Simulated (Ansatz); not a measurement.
Species: Cl$_{4}$Si, SMILES `Cl[Si](Cl)(Cl)Cl` (charge 0, multiplicity 1).

Give a relaxed geometry from r2SCAN-D4/def2-TZVP (Ansatz, a quantum-chemistry and plane-wave program).

the end point of this relaxation (outside a Z-matrix the atoms follow the SMILES, hydrogens last).
Bonds (Å): Cl1–Si2 2.025, Si2–Cl3 2.025, Si2–Cl4 2.025, Si2–Cl5 2.025. Bond angles (°): Cl1–Si2–Cl3 109.5, Cl1–Si2–Cl4 109.5, Cl1–Si2–Cl5 109.5, Cl3–Si2–Cl4 109.5, Cl3–Si2–Cl5 109.5, Cl4–Si2–Cl5 109.5.
